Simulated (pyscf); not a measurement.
Structures and frequencies: ωB97X-D3(BJ)/def2-SVP in PySCF.

**Question.** Estimate the classical barrier height and the reaction energy of H₂N–Si(=O)–OH (SMILES N[Si](=O)O) + H₂O (SMILES O) → O=Si(OH)–OH (SMILES O=[Si](O)O) + NH₃ (SMILES N) at ωB97M-D3(BJ)/def2-TZVP. The step runs on the singlet surface, breaks N–Si, H–O and forms O–Si, H–N; take the separated reactants as zero.

**Answer.** ΔE‡ = -0.35 eV, ΔE = -0.26 eV. Zero-point energy shifts the barrier by +0.04 eV. It is a four-centre exchange, with an imaginary mode of 1192i cm⁻¹. On the reactant side the descent ends in an adduct with a O–Si contact, 0.78 eV under the separated species and 0.42 eV under the saddle at ωB97X-D3(BJ)/def2-TZVP. On the product side the descent ends in an adduct with a N–Si contact, 1.44 eV under the separated species and 1.31 eV under the saddle at ωB97X-D3(BJ)/def2-TZVP. At ωB97M-D3(BJ) the saddle lies under the separated reactants, which points to a path from their complex (located at ωB97X-D3(BJ) alone). At ωB97M-D3(BJ) the saddle lies under the separated products, which points to a path from their complex (located at ωB97X-D3(BJ) alone). What is counted as formed (O–Si) is already present as a longer contact in the reactant adduct; forming that adduct is a step of its own. What is counted as broken (N–Si) persists as a longer contact in the product adduct; parting that adduct is a step of its own. One saddle was located; it need not be the lowest between these sides.
